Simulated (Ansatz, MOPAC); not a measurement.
Barrier height from H2 + O to the transition structure H2O, without zero-point energy, on the benchmark's geometries as Psi4's copy of the set gives them.
Transition structure (charge 0, multiplicity 3):
```xyz
3

H      0.0000     0.0000    -0.8603
O      0.0000     0.0000     0.3290
H      0.0000     0.0000    -1.7719
```
Reactant (charge 0, multiplicity 1):
```xyz
2

H      0.000     0.000     0.000
H      0.742     0.000     0.000
```

Open shells are unrestricted; no spin–orbit coupling.

The state that PM6, PM7 reach isn't checked; PM7 holds dispersion and hydrogen-bond terms.

Run with Ansatz (a quantum-chemistry and plane-wave program); MOPAC for PM6, PM7 (differences of heats of formation). 

Question: One of these levels gives 0.251 eV for the barrier height. Name it.
(A) PBE0/def2-TZVPPD
(B) BLYP/def2-TZVPPD
(C) PM7
(D) PM6

Answer: A, PBE0/def2-TZVPPD. The others give 0.405 (PM6), 0.520 (PM7), 0.054 (BLYP/def2-TZVPPD)
